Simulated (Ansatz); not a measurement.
C3H3FS can be A, `C=C1SC1F`, or B, `FCC1=CS1`.

Gas-phase electronic energies from Ansatz, PBE0-D4/def2-TZVP geometries. CCSD(T)/CBS adds triple-zeta CCSD(T) − MP2 to the extrapolated MP2 energy (def2 sets, frozen cores). Functionals use def2-TZVPP. B3LYP here is the variant with VWN-RPA as its local correlation; programs differ in this. One conformer a species, not always the lowest.

(1) Which is lower in electronic energy at CCSD(T)/CBS, and by how much? (An estimate is asked.)

(2) Give E(B) − E(A) in kJ/mol with ωB97M-V, MP2/def2-TZVPP, PBE0-D4, CCSD/def2-TZVPP, B3LYP-D4, LDA (SPW92), B3LYP. (Estimate.)

(3) Does the order hold for the free energy at 298.15 K (harmonic terms from PBE0-D4)? (Estimate.)

Largest T1 diagnostic: 0.014.

Results:

(1) Computed: A, by 103.3 kJ/mol.

(2) Computed: ωB97M-V 106.7, MP2/def2-TZVPP 105.3, PBE0-D4 117.3, CCSD/def2-TZVPP 103.5, B3LYP-D4 112.2, LDA (SPW92) 129.9, B3LYP 111.1. None reverses the order clearly.

(3) Ansatz gave: Yes: G(B) − G(A) = +98.1 kJ/mol, for one conformer each.

From r2SCAN to r2SCAN0 (25 % exact exchange), in def2-TZVPP and without D4, E(B) − E(A) moves by −5.4 kJ/mol. At CCSD(T), def2-SVP lies +10.9 kJ/mol from the extrapolated value and def2-TZVPP +2.5 kJ/mol.
